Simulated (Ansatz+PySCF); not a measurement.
## doublet CH₄N: levels of theory in one basis

```xyz
6

C     0.0083    0.0229   -0.3764
N    -0.0059    0.5960    0.9562
H    -0.0034   -0.1881    1.6049
H     0.0001    0.8184   -1.1249
H     0.8688   -0.6253   -0.5316
H    -0.8682   -0.6178   -0.5345
```

Basis set: cc-pVTZ (spherical functions). Frozen core: 2 orbitals. Correlation on ROHF uses semicanonical orbitals with singles. Charge 0, multiplicity 2.

Computed with Ansatz (development build ahead of 0.2.0); each method stands on the lowest determinant of its kind that the runs found.

```tsv
method	E − E(ROHF) (eV)	<S²> of the determinant
ROHF	0.00	0.75
UHF	-0.15	0.76
ROHF-MP2	-9.82	–
UHF-MP2	-9.81	0.76
```
